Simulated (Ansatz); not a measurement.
Consider the isomerisation: `FC1CCO1` → `CO/C=C/F`.

Computed with Ansatz on PBE0-D4/def2-TZVP structures; ΔE is electronic, products minus reactants. CCSD(T)/CBS adds triple-zeta CCSD(T) − MP2 to the extrapolated MP2 energy (def2 sets, frozen cores). Functionals use def2-TZVPP. One conformer a species, not always the lowest.

(1) Is it downhill or uphill in electronic energy at CCSD(T)/CBS, and by how much? (Best estimate.)

(2) What do these levels give: r2SCAN-D4, ωB97X-V, ωB97M-V, PBE, r2SCAN, HF/def2-TZVPP, MP2/def2-TZVPP, HF/def2-QZVPP, SCS-MP2/def2-QZVPP, HF/CBS(def2), MP2/CBS(def2), CCSD/CBS(def2)? (Best estimate.)

Largest T1 diagnostic among the species: 0.012.

Answers

(1) Computed: Uphill: ΔE = +48.0 kJ/mol.

(2) Computed: r2SCAN-D4 44.0, ωB97X-V 59.3, ωB97M-V 51.1, PBE 43.6, r2SCAN 44.0, HF/def2-TZVPP 42.8, MP2/def2-TZVPP 55.0, HF/def2-QZVPP 42.0, SCS-MP2/def2-QZVPP 50.9, HF/CBS(def2) 41.9, MP2/CBS(def2) 53.4, CCSD/CBS(def2) 50.0 kJ/mol.

In def2-TZVPP, CCSD(T) changes the Hartree–Fock value by +6.8 kJ/mol (the triples alone add −2.0 kJ/mol) and MP2 by +12.2 kJ/mol. From PBE to PBE0 (25 % exact exchange), in def2-TZVPP and without D4, ΔE moves by +10.7 kJ/mol.
